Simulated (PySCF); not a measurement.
Compound: 2-butanone, C₄H₈O.
SMILES: `CCC(C)=O`

Torsions of this conformer, `[CH3:1][CH2:2][C:3]([CH3:4])=[O:5]`: C1–C2–C3–C4 169°.

The closed-shell ground state was solved at several levels (PySCF, density fitting, gas phase, non-relativistic). Geometry: GFN2-xTB, one conformer, isolated molecule.

```tsv
level	basis functions	total energy (Eh)	HOMO (eV)	LUMO (eV)	gap (eV)	dipole (D)
PBE0/pcSseg-1	125	-232.1675	-7.21	-0.24	6.97	2.85
B3LYP/pcJ-1	215	-232.4869	-6.95	-0.52	6.43	2.83
```

Q: Estimate the row for PBE0/def2-SVPD, a basis of 167 functions; the other rows only guide the guess.

A: Total energy -232.0387 Eh, HOMO -7.27 eV, LUMO -0.39 eV, gap 6.88 eV, dipole 2.95 D.

Q: Over all these levels, which gives the widest orbital gap and which the narrowest?

A: PBE0/pcSseg-1 (global hybrid, 25 % exact exchange) has the widest, 6.97 eV, and B3LYP/pcJ-1 (global hybrid, 20 % exact exchange) the narrowest, 6.43 eV. Functional and basis both differ between the two, so the spread mixes both effects.

Q: How far do the dipole and the HOMO energy spread over the levels?

A: The dipole runs from 2.83 to 2.95 D (mean 2.87 D) and the HOMO from -7.27 to -6.95 eV.
